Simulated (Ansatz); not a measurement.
Steps of a relaxation of methyl acrylate, C4H6O2 with RKS PBE-D4/def2-SVP.

```sh
$ ansatz run in.yaml --threads 4 --pin off --events-out ev --progress --plain --max-ram 10444MiB
```

```yaml
crystal:
  periodic: [false, false, false]
  atoms:
    - {symbol: C, position_ang: [-2.160600, 1.131400, 0.044600]}
    - {symbol: C, position_ang: [-0.907300, 1.045200, 0.300800]}
    - {symbol: C, position_ang: [-0.190900, -0.155900, -0.132400]}
    - {symbol: O, position_ang: [-0.558200, -1.095400, -0.724200]}
    - {symbol: O, position_ang: [1.131200, -0.020800, 0.265900]}
    - {symbol: C, position_ang: [1.964000, -1.102900, -0.064200]}
    - {symbol: H, position_ang: [-2.731800, 0.406100, -0.495300]}
    - {symbol: H, position_ang: [-2.717200, 2.078000, 0.334500]}
    - {symbol: H, position_ang: [-0.351300, 1.834100, 0.873800]}
    - {symbol: H, position_ang: [2.009800, -1.239900, -1.126300]}
    - {symbol: H, position_ang: [2.963300, -0.908000, 0.322900]}
    - {symbol: H, position_ang: [1.626000, -2.027200, 0.433900]}
basis:
  gaussian: {orbitals: def2-SVP}
hamiltonian: {xc: pbe, dispersion: d4}
relax: {f_tol: 0.03, max_steps: 200}
```

Positions (Å) and forces (eV/Å) along the path, 7 of 7 steps:

```xyz
12
step=1 energy=-8323.2496 eV
C    -2.161    1.131    0.045   -4.280    2.801    0.014
C    -0.907    1.045    0.301    3.385    0.223    1.191
C    -0.191   -0.156   -0.132    3.149    2.679    2.075
O    -0.558   -1.095   -0.724   -1.930   -3.242   -2.143
O     1.131   -0.021    0.266   -0.328    0.564    0.300
C     1.964   -1.103   -0.064    0.004   -0.280    1.020
H    -2.732    0.406   -0.495   -0.426   -0.975   -0.567
H    -2.717    2.078    0.335    0.315   -0.907   -0.176
H    -0.351    1.834    0.874   -0.207   -0.568   -0.452
H     2.010   -1.240   -1.126    0.026   -0.378   -1.296
H     2.963   -0.908    0.323    0.521    0.409    0.168
H     1.626   -2.027    0.434   -0.230   -0.326   -0.133
12
step=2 energy=-8323.6027 eV
C    -2.200    1.187    0.011   -1.095    0.852    0.643
C    -0.905    1.063    0.301    0.444   -0.058   -0.139
C    -0.161   -0.143   -0.129    1.326    0.418    0.606
O    -0.564   -1.108   -0.732   -0.525   -0.467   -0.397
O     1.154   -0.029    0.288   -0.583    0.273   -0.030
C     1.988   -1.121   -0.050    0.165   -0.278    0.306
H    -2.784    0.413   -0.496    0.092   -0.282   -0.233
H    -2.778    2.065    0.388    0.272   -0.288   -0.307
H    -0.334    1.847    0.834   -0.094   -0.169   -0.040
H     2.038   -1.263   -1.139   -0.010   -0.104   -0.362
H     2.994   -0.902    0.344    0.086    0.137    0.028
H     1.629   -2.064    0.413   -0.078   -0.035   -0.076
12
step=3 energy=-8323.6206 eV
C    -2.235    1.172    0.075    0.113    0.577   -0.462
C    -0.911    1.058    0.327   -0.508   -0.280   -0.124
C    -0.147   -0.143   -0.105    0.358   -0.274    0.101
O    -0.573   -1.115   -0.712    0.026    0.338    0.141
O     1.165   -0.028    0.293   -0.474    0.080   -0.102
C     2.001   -1.127   -0.056    0.182   -0.173   -0.071
H    -2.783    0.418   -0.529    0.225   -0.006    0.293
H    -2.781    2.116    0.305    0.171   -0.445    0.155
H    -0.344    1.829    0.867    0.022    0.091    0.035
H     2.034   -1.279   -1.157   -0.019    0.033    0.076
H     3.013   -0.884    0.325   -0.092   -0.014   -0.029
H     1.639   -2.074    0.401   -0.002    0.074   -0.012
12
step=4 energy=-8323.6252 eV
C    -2.221    1.167    0.041   -0.001    0.246   -0.169
C    -0.907    1.080    0.330   -0.143   -0.080   -0.021
C    -0.113   -0.106   -0.077   -0.126   -0.659   -0.312
O    -0.534   -1.084   -0.687    0.010    0.524    0.255
O     1.188    0.000    0.313   -0.007    0.257    0.121
C     1.983   -1.116   -0.053    0.226   -0.685   -0.308
H    -2.729    0.371   -0.531    0.090   -0.053    0.086
H    -2.812    2.064    0.303    0.087   -0.151    0.071
H    -0.376    1.871    0.876    0.058    0.088    0.053
H     1.984   -1.266   -1.156   -0.048    0.059    0.081
H     3.027   -0.978    0.284   -0.121    0.355    0.153
H     1.587   -2.057    0.391   -0.025    0.098   -0.009
12
step=5 energy=-8323.6540 eV
C    -2.219    1.188    0.032    0.005    0.083    0.044
C    -0.906    1.072    0.318   -0.230   -0.081   -0.072
C    -0.137   -0.131   -0.095    0.171   -0.137   -0.061
O    -0.567   -1.094   -0.709   -0.027    0.134    0.082
O     1.167   -0.024    0.301   -0.231    0.090   -0.004
C     1.992   -1.129   -0.055    0.239   -0.193   -0.059
H    -2.753    0.386   -0.509    0.134    0.046    0.036
H    -2.796    2.082    0.328    0.083   -0.111   -0.016
H    -0.352    1.849    0.865    0.023    0.057    0.012
H     2.019   -1.274   -1.158   -0.017    0.039    0.070
H     3.011   -0.905    0.323   -0.154    0.008   -0.030
H     1.617   -2.074    0.394    0.004    0.063   -0.002
12
step=6 energy=-8323.6582 eV
C    -2.215    1.187    0.032   -0.003    0.003    0.001
C    -0.905    1.076    0.321   -0.020   -0.008   -0.008
C    -0.136   -0.128   -0.095    0.054    0.000    0.002
O    -0.576   -1.089   -0.704   -0.027    0.012    0.003
O     1.163   -0.022    0.299    0.049   -0.106   -0.041
C     1.993   -1.137   -0.059   -0.072    0.130    0.052
H    -2.726    0.379   -0.517    0.021    0.009    0.012
H    -2.799    2.070    0.331    0.000   -0.004   -0.003
H    -0.353    1.858    0.866   -0.003   -0.010   -0.003
H     2.014   -1.274   -1.159    0.006   -0.010   -0.013
H     3.004   -0.903    0.322   -0.006    0.000   -0.002
H     1.613   -2.073    0.397    0.002   -0.016    0.001
12
step=7 energy=-8323.6587 eV
C    -2.214    1.189    0.034    0.004    0.000    0.001
C    -0.905    1.076    0.320   -0.004    0.006   -0.001
C    -0.138   -0.129   -0.099   -0.023   -0.012   -0.009
O    -0.583   -1.088   -0.708    0.008    0.012    0.007
O     1.159   -0.026    0.294    0.024    0.015    0.013
C     1.992   -1.134   -0.057    0.002   -0.021   -0.010
H    -2.722    0.380   -0.516   -0.007    0.000   -0.002
H    -2.799    2.071    0.334    0.000   -0.003   -0.001
H    -0.350    1.855    0.866    0.000   -0.003   -0.001
H     2.019   -1.278   -1.157   -0.003    0.002   -0.002
H     3.001   -0.897    0.324    0.001    0.006    0.004
H     1.617   -2.073    0.400   -0.003    0.000    0.001
```

Run time 8 s (4 threads of an Arm Neoverse V2 on a shared host); peak host memory 0.15 GiB.
